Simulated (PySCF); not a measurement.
**Spin–spin coupling constants**

Bonds (- single, = double, # triple, : aromatic): C1-O2, O2-C3, C3:C4, C4:C5, C5:C6, C6:C7, C7:C8, C8:C3. C1 carries H9, H10, H11; C4 carries H12; C5 carries H13; C6 carries H14; C7 carries H15; C8 carries H16.

Indirect spin–spin couplings were computed at B3LYP/pcJ-1 (without the spin–dipole term) (PySCF 2.14) on a GFN2-xTB structure, for the isolated molecule, without vibrational or relativistic corrections. Couplings are averaged over pairs made equivalent by symmetry, fast rotation or ring inversion, so a value needn't be that of the named pair in this geometry, while other rotamers aren't included; one pair stands for each set, and the list holds a selection of those of at least 0.8 Hz over up to four bonds, among pairs with at least one C or H atom (others weren't computed).

Isotopes: ¹³C, ¹H, ¹⁷O. Couplings to quadrupolar nuclei such as 17O and 33S are rarely resolved in practice.

```
    pair  bonds  J (Hz)
  C1, O2      1    22.5
  C1, H9      1   147.5
  O2, C3      1    25.6
  C3, C4      1    72.9
  C4, C5      1    65.0
 C4, H12      1   163.1
  C5, C6      1    62.4
 C5, H13      1   163.7
 C6, H14      1       ?
  C1, C3      2    -2.2
  O2, C4      2    -5.7
  O2, H9      2       ?
  C3, C5      2     1.8
 C4, H13      2     1.9
 C6, H13      2     1.1
  O2, C5      3    -1.9
 O2, H12      3       ?
  C3, C6      3     8.1
  C3, H9      3     4.7
  C4, C7      3       ?
 C4, H14      3     8.3
 C4, H16      3       ?
 C5, H15      3       ?
 C6, H12      3       ?
H12, H13      3       ?
 C4, H15      4    -1.4
```

Question: Estimate the withheld couplings, with signs.

Answer: 
- ¹J(C6,H14) = 164.9 Hz (bond length 1.079 Å, sp2 carbon)
- ²J(O2,H9) = -6.6 Hz (mean over equivalent pairs that range from -14.9 to -2.4 Hz in this conformer)
- ³J(O2,H12) = -2.5 Hz (mean over equivalent pairs that range from -3.3 to -1.7 Hz in this conformer)
- ³J(C4,C7) = 6.2 Hz
- ³J(C4,H16) = 5.0 Hz (dihedral angle 180°)
- ³J(C5,H15) = 8.9 Hz (dihedral angle 180°)
- ³J(C6,H12) = 7.9 Hz (dihedral angle 180°)
- ³J(H12,H13) = 9.5 Hz (dihedral angle 0°)
